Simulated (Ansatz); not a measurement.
Input file:

```yaml
crystal:
  periodic: [false, false, false]
  atoms:
    - {symbol: Si, position_ang: [0.000000, 0.000000, 0.000000]}
    - {symbol: Si, position_ang: [0.000000, 0.000000, 6.171000]}
basis:
  gaussian: {orbitals: STO-3G}
total_charge: 1
magnetization: {spin_polarized: false, initial_magnetization: 3}
correlation: {method: fic_nevpt4_sd, electrons: valence, active_space: {window: {electrons: 5, orbitals: 5}}}
```

```sh
$ ansatz run in.yaml --threads 1 --pin off --events-out ev --progress --plain --max-ram 2393MiB
```

**Question.** Roughly how long does this take on 1 thread of Arm Neoverse V2, shared host, and how much host memory?

**Answer.** 1.8 s wall and 0.17 GiB.

```
178 factors; integrals over basis functions are off by at most 1.6e-6 eV
mean field evaluation 1: about -15532.1551 eV, gradient 1.4e0 eV
mean field evaluation 2: about -15532.1551 eV, gradient 1.4e0 eV
mean field evaluation 4: about -15532.1577 eV, gradient 7.6e-5 eV
mean field evaluation 8: about -15532.1610 eV, gradient 1.1e-1 eV
mean field evaluation 16: about -15532.1681 eV, gradient 8.6e-7 eV
mean field evaluation 32: about -15532.1615 eV, gradient 2.6e-4 eV
mean field evaluation 64: about -15532.1615 eV, gradient 9.5e-7 eV
mean field evaluation 96: about -15532.1621 eV, gradient 5.6e-4 eV
mean field evaluation 128: about -15532.1715 eV, gradient 1.9e-3 eV
mean field evaluation 160: about -15532.1715 eV, gradient 4.5e-3 eV
mean field evaluation 192: about -15532.1709 eV, gradient 3.9e-5 eV
mean field evaluation 224: about -15532.1716 eV, gradient 7.7e-6 eV
mean field -15532.17155077 eV, -570.7967764068 hartree, gradient 5.4e-6 eV, S^2 3.750000; 24 other end points of the search recorded, 0 dependent functions left out
reference -15532.16147855 eV, -570.7964062596 hartree; 15, 12 occupied and 3, 6 virtual orbitals, 178 factors
state -15532.55707948 eV, -570.8109443254 hartree
state -15532.55707948 eV, -570.8109443254 hartree; corrected -15533.16379902 eV, -570.8332408574 hartree
Total energy: -15533.16379902 eV, -570.8332408574 hartree
```

Natural occupations: 1.9611 1.0000 1.0000 1.0000 0.0389.
